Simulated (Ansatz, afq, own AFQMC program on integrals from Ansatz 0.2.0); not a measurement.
# GeNH₃, triplet: a scan with AFQMC

```xyz
5

Ge   -0.2797   -0.0021    0.0009
N     1.6147    0.0123   -0.0051
H    -0.7720    1.4535    0.0039
H    -0.7514   -0.7367    1.2654
H    -0.7593   -0.7341   -1.2622
```

All coordinates are scaled about the centre. Energies in kcal/mol count from this geometry (1.000) at the same level; the start stands on UHF, each point on the determinant named.

Basis cc-pVDZ. Only valence electrons are correlated. AFQMC by an in-house program on the Cholesky factors that Ansatz 0.2.0 writes for its CCSD(T) run. The CISD trial takes its coefficients from CCSD amplitudes. Released means that phaseless walkers are propagated on without the constraint, phases kept. Uncertainties: one standard error, sampling alone. No spin–orbit coupling.

Cautions, each for one point or more: higher spins were not checked; inner d shell frozen; lower spins were not checked; no relativity below Rb; no spin-orbit coupling; strong correlation; the search met a lower determinant of the same kind, perhaps of another symmetry; unrestricted determinant slightly spin contaminated; unrestricted determinant spin contaminated; walk and cluster series may follow different spin states.

```
scale of all distances  det.     T1  weight  ⟨S²⟩  CCSD(T)  ph-AFQMC/CISD  released AFQMC     PBE    PBE0
                 0.891   UHF  0.016    0.90  2.01     41.1     41.4 ± 0.3               –    39.3    36.6
                 1.120   UHF  0.022    0.87  2.09     18.4     18.0 ± 0.3      17.9 ± 0.5    16.5    21.2
                 1.505  UHF¶  0.090    0.65  3.75    153.1    149.5 ± 0.7    147.6 ± 1.1*  150.5§  164.8§
                 1.749  UHF¶  0.113    0.50  4.49    197.3    197.3 ± 0.8    195.5 ± 1.3*  207.4§  216.1§
```

Weight is that of the determinant in the CISD state; at the start T1 is 0.015 and the weight 0.89, and ⟨S²⟩ is 2.02. ¶ marks points with a poor determinant and no full CI, where no value is sure; they don't count among the departures. An asterisk marks released energies that aren't shown to be converged. Symmetry can't show for every point that it stays on the start's state. A dash marks a missing value, a released energy that hasn't settled or a functional that sits on another state. § marks a functional whose ⟨S²⟩ is too high by over 0.1. Largest departures from phaseless AFQMC with a CISD trial: CCSD(T) 0.4 kcal/mol at 1.120 (on UHF) (within the noise), PBE -2.0 kcal/mol at 0.891, PBE0 -4.8 kcal/mol at 0.891. The walk's constraint bias lies outside its error bars, so these are departures and not errors. Functionals count only at points shown to share the start's state and spin. In this small basis the wave-function levels are far from their limit, so their gap to the functionals isn't the functionals' error.

Some points may be missing: those where a free walk finds a much lower state, and past Zn most of those on another determinant than at the start.

A walk keeps the symmetry of its determinant, which the program's search chose and which needn't be the lowest solution, so a lower state of the same spin and another symmetry isn't excluded.
